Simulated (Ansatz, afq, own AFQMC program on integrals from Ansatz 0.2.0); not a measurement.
Ge, triplet in 6-31G, levels against full CI

A free Ge atom.

Basis 6-31G. Only valence electrons are correlated. Integrals, coupled cluster, full CI and functionals: Ansatz 0.2.0; the random walks run on the same integrals in our own AFQMC program. The CISD trial takes its coefficients from CCSD amplitudes. Released means that phaseless walkers are propagated on without the constraint, phases kept. Free AFQMC starts from the CCSD state and is never constrained. Its projection time is finite, and what remains of the start isn't in its error. ± is one standard error of the sampling. No spin–orbit coupling.

Determinant: UHF, the one that the program's search chose, which needn't be the lowest solution.

Full CI on the same integrals is exact in this basis and with this determinant's frozen core.

Cautions: no relativity below Rb; no spin-orbit coupling; inner d shell frozen; the ph-AFQMC/CISD walk drifts between its halves (2.8 errors).

The T1 diagnostic is 0.0057. The weight of the determinant in the CISD state is 0.975 and the ⟨S²⟩ of the determinant is 2.000. The size of the correlated space is 4 electrons in 15 orbitals.

```
  level  correlation energy (eV)
    MP2                  -0.4536
   CCSD                  -0.6697
CCSD(T)                  -0.6732
```

(1) Estimate where free-projection AFQMC lies against CCSD(T) on the same integrals.

(1) 0.04 ± 0.001 mEh below CCSD(T).

Reference: full CI, correlation energy -0.674 eV. The released energy is read at 1.50 1/Eh (meV from the phaseless value at times in 1/Eh: -0.20 ± 0.08 at 0.24, -0.23 ± 0.06 at 0.50, -0.14 ± 0.08 at 1.00, -0.24 ± 0.05 at 1.50).

```csv
level,E − E(reference) (mEh),share of correlation (%)
CCSD(T),0.04,99.83
CCSDT,0.00,100.01
CCSDT(Q),0.00,100.01
ph-AFQMC/HF,1.00 ± 0.23,95.97
ph-AFQMC/CISD,0.01 ± 0.004,99.96
released AFQMC,0.00 ± 0.002,100.00
free AFQMC,0.00 ± 0.001,99.99
```

CCSDT and higher add their correlation energy to the determinant of the CCSD(T) run, since their own runs factorise the integrals more tightly (a shift of under 2 meV). Free projections are given only where their last times agree within the noise and don't stop above the reference; a slow remainder of the start can still hide under it. A walk keeps the symmetry of its determinant, which the program's search chose and which needn't be the lowest solution, so a lower state of the same spin and another symmetry isn't excluded. Released energies are given only where the last usable release times agree within the noise; a slower fall can still hide under it.
